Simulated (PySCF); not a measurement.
Simulated C 1s region for `FC1=CC[C@H]1F`, binding energy against the vacuum level.

Every computed line was given a Gaussian of 0.8 eV full width at half maximum and an area set by the number of equivalent atoms; the highest printed point is 100. Theory: delta-SCF UKS SCAN, pcX-2 on the ionised atom, pcseg-1 elsewhere, spin-free X2C (PySCF).

binding energy (eV), intensity and a bar:
```
    289.9          0 
    290.0          1 
    290.1          2 
    290.2          4 #
    290.3          7 ##
    290.4         13 ####
    290.5         21 ######
    290.6         33 ##########
    290.7         46 ##############
    290.8         61 ##################
    290.9         75 #######################
    291.0         87 ##########################
    291.1         96 #############################
    291.2        100 ##############################
    291.3         99 ##############################
    291.4         93 ############################
    291.5         83 #########################
    291.6         70 #####################
    291.7         55 #################
    291.8         41 ############
    291.9         28 ########
    292.0         18 #####
    292.1         11 ###
    292.2          8 ##
    292.3          7 ##
    292.4          9 ###
    292.5         14 ####
    292.6         22 #######
    292.7         33 ##########
    292.8         46 ##############
    292.9         60 ##################
    293.0         74 ######################
    293.1         85 #########################
    293.2         92 ############################
    293.3         96 #############################
    293.4         96 #############################
    293.5         91 ###########################
    293.6         83 #########################
    293.7         71 #####################
    293.8         58 #################
    293.9         44 #############
    294.0         31 #########
    294.1         20 ######
    294.2         12 ####
    294.3          7 ##
    294.4          3 #
    294.5          2 
    294.6          1 
    294.7          0
```

How many maxima does the curve show, and how many computed lines lie under it?

The curve has 2 maxima (at 291.2 and 293.3 eV). Under it lie 4 lines from 4 inequivalent carbon sites. At this width some lines have no maximum of their own.

Decompose the envelope and assign each component. Numbering: `[F:1][C:2]1=[CH:3][CH2:4][C@H:5]1[F:6]`.

```tsv
position (eV)	relative area	line	atoms	environment
291.01	1	C 1s	C3	alkene CH carbon
291.45	1	C 1s	C4	allylic carbon
293.10	1	C 1s	C2	vinylic C–F carbon
293.58	1	C 1s	C5	sp3 C–F carbon
```

What are the centre and the root-mean-square width of the whole band?

The area-weighted mean of the lines is 292.29 eV. Their own spread about it is 1.08 eV (rms) and each Gaussian has σ = 0.8/2.355 = 0.34 eV; the variances add, which gives 1.13 eV.

Lowest listed C 1s: C3, bonded to C (double bond), C and H. Highest, 2.57 eV above it: C5, bonded to F, 2 C and H. Summing the Pauling electronegativity differences to the bonded atoms, each weighted by its formal bond order, gives -0.35 for the lowest site and +1.08 for the highest; the largest sum, +1.43, belongs to C2, 0.48 eV below the top. The smallest sum, -0.70, belongs to C4, 0.44 eV above the lowest.

The curve has no shake-up lines and no vibrational structure. Isolated species at its PBE0-D3(BJ)/def2-SVP geometry, gas phase.
